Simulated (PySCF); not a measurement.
Cartesian coordinates (Å):
SMILES: O=CC=O
```xyz
6

O     -1.3045    -0.5046    -1.0118
C     -0.7139    -0.2661     0.0061
C      0.7139     0.2661    -0.0061
O      1.3045     0.5046     1.0118
H     -1.1470    -0.4095     1.0144
H      1.1470     0.4095    -1.0144
```
Charge 0, spin multiplicity 1.

### Question
What is the computed total energy, HOMO–LUMO gap and dipole moment (M06-2X/def2-TZVP // B3LYP-D3(BJ)/def2-TZVP in PySCF 2.14.0)?

### Answer

```yaml
total_energy: -6199.38 eV
HOMO–LUMO gap: 7.44 eV
dipole_moment: 0.00 D
```
